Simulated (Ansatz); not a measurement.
**How the cohesive energy of tetradymite Bi₂Se₃ moves with the method**

No measured value is used here.

```tsv
level (code)	value (eV/atom)	cell (Å³/atom)
LDA (Ansatz)	3.87	27.14
PBE (Ansatz)	2.98	31.80
PBEsol (Ansatz)	3.34	28.17
r²SCAN (Ansatz)	2.86	30.24
HSE06 (Ansatz)	…	30.98
```

Problem. Complete the blanks.

Solution. 
- HSE06 (Ansatz, a quantum-chemistry and plane-wave program), value (eV/atom): 2.74

Density-functional levels without +SOC have no spin–orbit coupling, which shifts binding energies of heavy elements. LDA, PBE, PBEsol, r²SCAN, HSE06: the cell comes from a level without a dispersion term, which matters for the spacing of layers, chains or molecules. Each level is taken at its own relaxed cell. Cutoffs and k meshes differ between the levels. Ansatz's density-functional and Hartree–Fock values are scalar-relativistic unless marked +SOC, with PAW data made under PBE.
